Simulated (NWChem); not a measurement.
**Lowest excitation of ClNa**

```xyz
2

Na     0.0000     0.0000    -1.4209
Cl     0.0000     0.0000     0.9194
```
Charge 0, spin multiplicity 1.

The numbers come from NWChem runs, not from measurements. All single points use one geometry, from B3LYP/def2-SVP, a minimum by its harmonic frequencies.

Basis set: def2-SVPD.

| method | lowest vertical singlet excitation energy (eV) | relative cost | difference from EOM-CCSD |
|---|---|---|---|
| CIS | 5.42 | under 3 | +0.62 |
| EOM-CCSD | 4.80 | 7 | 0.00 |
| TD-PBE | 3.12 | under 3 | -1.68 |
| TD-B3LYP | 3.54 | under 3 | -1.27 |
| TD-LDA (SVWN5) | 3.34 | 1 | -1.46 |

The values span 2.30 eV, from TD-PBE (lowest) to CIS (highest). Costs are rough ratios of processor time within this set of runs, SCF included, with TD-LDA (SVWN5) as 1.

The correlated methods keep 6 core orbitals frozen. B3LYP has NWChem's definition, with VWN1-RPA local correlation. The structure started from a generated list of species. No row is a measurement; the coupled-cluster row has its own basis-set and correlation limits.
